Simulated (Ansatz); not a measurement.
We consider Ge (P6₃/mmc, No. 194, 4 atoms in the cell; start mp-1007760; another form than the element's usual one), described by r²SCAN-D4 (plane waves, PAW; Ansatz, an electronic-structure program).

Settings: plane-wave cutoff 500 eV, 12×12×6 k mesh (along the axes of the cell as run), Fermi–Dirac smearing 0.05 eV, scalar-relativistic PAW data made under PBE.

Cell (relaxed at this level):

```
Ge
1.0
    3.98282     0.00000     0.00000
   -1.99141     3.44922     0.00000
    0.00000     0.00000     6.57947
Ge
4
Direct
  0.66667   0.33333   0.06296
  0.33333   0.66667   0.93704
  0.33333   0.66667   0.56296
  0.66667   0.33333   0.43704
```

Question: Predict the band gap.

Answer: 
band gap: 0.12 eV (under three smearing widths, so not firm)

Note: the relaxation could not lower the start's symmetry, so the cell can be a saddle point above a distorted one.

Spin–orbit coupling is not included.

Computed values are for the static lattice.

The result took roughly 80 core-seconds.

A start named mp-… is a Materials Project structure, which need not be a measured phase.
